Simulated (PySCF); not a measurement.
## How well do the runs reproduce experiment for nitric acid?

**The experiment to reproduce.**

NIST CCCBDB Release 22 (SRD 101), experimental dipoles lists, for the gas: dipole moment (microwave Stark effect) 2.17 D.

The runs below try to reproduce these values; the comparison stands at the end.

Compound: nitric acid, HNO₃.
SMILES with atom numbers: `[O:1]=[N+:2]([O-:3])[OH:4]` (hydrogens: H5 on O4)

Cartesian coordinates in Å at the PBE0-D3(BJ)/def2-SVP level; atoms count from 1:
```xyz
5
HNO3 angstrom
O      0.005    0.755   -1.034
N     -0.098   -0.237   -0.365
O     -0.381   -1.344   -0.682
O      0.148   -0.077    0.981
H      0.358    0.868    1.065
```

Runs made with PySCF (gas phase, on this PBE0-D3(BJ)/def2-SVP geometry; no spin–orbit coupling):

```csv
level,job,basis functions,wall time
"PBE0-D3(BJ)/def2-SVP, grid level 1",geometry optimisation from a GFN2-xTB start shaken at random,61,8.1 s
PBE0/6-31+G*,"10 singlets by full TDDFT, 4 Tamm–Dancoff triplets, polarisability",74,3.2 s
PBE0/6-31G*,"10 singlets by full TDDFT, 4 Tamm–Dancoff triplets, polarisability",58,2.1 s
PBE0/aug-cc-pVDZ,"10 singlets by full TDDFT, 4 Tamm–Dancoff triplets, polarisability",101,4.2 s
PBE0/aug-cc-pVTZ,"10 singlets by full TDDFT, 4 Tamm–Dancoff triplets, polarisability",207,13 s
PBE0/def2-SVP,"10 singlets by full TDDFT, 4 Tamm–Dancoff triplets, polarisability",61,2.2 s
PBE0/def2-TZVP,"10 singlets by full TDDFT, 4 Tamm–Dancoff triplets, polarisability",130,5.5 s
PBE0/def2-TZVPD,"10 singlets by full TDDFT, 4 Tamm–Dancoff triplets, polarisability",166,9.2 s
```

Hardware: one thread of an Arm Neoverse V1, on a shared host.

All basis functions are spherical.

**Comparison with experiment**

**Dipole moment.** Measured: 2.17 D (NIST CCCBDB Release 22 (SRD 101), experimental dipoles).

```
               level  computed (D)  computed − measured (D)  % (from the printed values)
PBE0-D3(BJ)/def2-SVP          2.47                    +0.30                          +14
        PBE0/6-31+G*          2.54                    +0.37                          +17
         PBE0/6-31G*          2.46                    +0.29                          +13
    PBE0/aug-cc-pVDZ          2.41                    +0.24                          +11
    PBE0/aug-cc-pVTZ          2.40                    +0.23                          +11
       PBE0/def2-SVP          2.47                    +0.30                          +14
      PBE0/def2-TZVP          2.47                    +0.30                          +14
     PBE0/def2-TZVPD          2.40                    +0.23                          +11
```

All 8 levels lie above the measurement. The computed dipoles belong to one fixed geometry; measured ones are averaged over vibrations unless marked μe. Magnitudes are compared, not signs.

No measured geometry was used, and the causes of the misses weren't examined.
